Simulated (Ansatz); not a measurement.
# Isomers

Structures of AlBH4O, singlet, relaxed at PBE0-D4/def2-TZVP (vibrations not checked; lower isomers may exist, and structures with a doubtful reference or unclear bonds are left out). Computed with Ansatz 0.2.0 (basis: def2-TZVPP); correlated methods freeze the cores. B3LYP uses VWN-RPA correlation.

Question: Rank them by CCSD(T) energy, lowest first, and give each one's height above the lowest. Links in brackets join atoms within 1.22 times the sum of their covalent radii (1.1 for two metals). (Judge from chemistry; the value comes from the calculation.)
A.
AlBH₄O ([BH2][O][AlH2])
```
7
angstrom
B -1.2373 0.4592 -0.7519
O -0.1524 0.0557 -0.0917
Al 1.2207 -0.4531 0.7417
H -1.2155 0.5112 -1.9548
H -2.2266 0.7664 -0.1374
H 2.2559 0.6574 1.1649
H 1.3552 -1.9969 1.0292
```
B.
AlBH₄O ([BH2][AlH][OH])
```
7
angstrom
B -1.2985 0.4485 -0.6801
Al 0.3619 -0.0119 0.5579
O 1.6328 -0.8792 -0.1712
H -2.2516 -0.2729 -0.7817
H -1.3711 1.4619 -1.3177
H 0.5012 0.3894 2.0952
H 2.4253 -1.1358 0.2977
```
C.
AlBH₄O ([BH3][O][AlH])
```
7
angstrom
B -1.5074 0.5139 -0.5838
O -0.2738 -0.2157 0.0195
Al 0.9796 -0.9508 0.6285
H -1.3208 0.5636 -1.7867
H -1.5346 1.6187 -0.0707
H -2.4799 -0.1592 -0.2909
H 2.2137 -1.6759 1.2284
```

Answer: By the calculation: A (0.00 kcal/mol), B (41.40 kcal/mol), C (64.54 kcal/mol). Heights count from the lowest.

Question: Do PBE-D4, r2SCAN-D4, PBE0-D4, B3LYP-D4, wB97M-V, HF, MP2 give the same order? (Judge from chemistry; the calculation decides.)

Answer: By the calculation: All do.

No T1 diagnostic of these runs exceeds 0.022.

For scale, one of the runs: CCSD(T)/def2-TZVPP, 160 basis functions, launched by `ansatz run in.yaml --threads 2 --pin off --events-out ev --progress --plain --max-ram 4352MiB`. Hardware: 2 CPU threads of an Intel Xeon Platinum 8259CL, shared host. Wall time 25 s; peak host memory 1.1 GiB.
